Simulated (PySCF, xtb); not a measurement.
methyl formate (C₂H₄O₂), SMILES COC=O. Other conformers were not sampled.

Harmonic wavenumbers (cm⁻¹) from GFN2-xTB in xtb at its own minimum, in rising order: 22, 269, 368, 735, 942, 958, 1121, 1132, 1178, 1348, 1385, 1440, 1458, 1790, 2833, 2985, 2995, 3052.

### Question
What does PBE-D3(BJ)/def2-SVP (PySCF) give at its own minimum? (The exact figures need the calculation; the answer reports its results.)

### Answer
98, 290, 353, 762, 935, 987, 1127, 1138, 1197, 1344, 1399, 1404, 1420, 1795, 2949, 2978, 3067, 3115. Paired by order, the mean absolute difference is 31 cm⁻¹ and the zero-point energies are 37.2 and 37.7 kcal/mol.
